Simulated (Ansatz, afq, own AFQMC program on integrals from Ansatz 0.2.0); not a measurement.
## HBr + Si, triplet: a scan with AFQMC

```xyz
3

Br    0.0000    0.0000   -1.5692
H     0.0000    0.0000   -0.1486
Si    0.0000    0.0000    1.7178
```

A hydrogen atom is moved from one rigid fragment to the other; the Br1–H2 distance tells how far. The two fragments are held close together, so this isn't a minimum-energy path and the start is a compressed complex. Energies in eV count from this geometry (1.421 Å) at the same level; the start stands on UHF, each point on the determinant named.

Basis cc-pVTZ. Noble-gas cores (and the filled d shells of Ga–Kr and In–Xe) are frozen. Ansatz 0.2.0 and our own AFQMC program on the same integrals; the CISD trial comes from CCSD amplitudes, and released means the phaseless constraint is let go. Uncertainties: one standard error, sampling alone. No spin–orbit coupling.

Cautions, each for one point or more: inner d shell frozen; lower spins were not checked; no relativity below Rb; no spin-orbit coupling.

| r(Br1–H2) / Å | det. | T1 | weight | ⟨S²⟩ | CCSD(T) | ph-AFQMC/CISD | CCSDT(Q) | PBE | MP2 |
| --- | --- | --- | --- | --- | --- | --- | --- | --- | --- |
| 1.542 | UHF | 0.014 | 0.86 | 2.03 | -0.018 | -0.026 ± 0.006 | -0.022 | -0.117 | 0.007 |
| 1.603 | UHF | 0.015 | 0.86 | 2.04 | 0.019 | 0.007 ± 0.007 | 0.013 | -0.115 | 0.063 |
| 1.664 | UHF | 0.017 | 0.85 | 2.04 | 0.072 | 0.066 ± 0.007 | 0.064 | -0.082 | 0.137 |
| 1.725 | UHF | 0.018 | 0.85 | 2.04 | 0.142 | 0.137 ± 0.007 | 0.134 | -0.019 | 0.230 |
| 1.847 | UHF | 0.022 | 0.85 | 2.03 | 0.379 | 0.377 ± 0.007 | 0.370 | 0.234 | 0.509 |

Weight is that of the determinant in the CISD state; at the start T1 is 0.012 and the weight 0.86, and ⟨S²⟩ is 2.02. Largest departures from CCSDT(Q), at the points where its series has closed: CCSD(T) 0.009 eV at 1.847 (on UHF), ph-AFQMC/CISD 0.008 eV at 1.847 (on UHF) (within the noise), PBE -0.152 eV at 1.725, MP2 0.140 eV at 1.847 (on UHF). Functionals count only at points shown to share the start's state and spin. In total energy ph-AFQMC/CISD lies 22 ± 5 meV above CCSDT(Q) at the start, so its agreement along the curve rests in part on cancellation.

Some points may be missing: those where a free walk finds a much lower state, and past Zn most of those on another determinant than at the start.

CCSDT and higher add their correlation energy to the determinant of the CCSD(T) run, since their own runs factorise the integrals more tightly (a shift of under 2 meV). A walk keeps the symmetry of its determinant, which the program's search chose and which needn't be the lowest solution, so a lower state of the same spin and another symmetry isn't excluded.
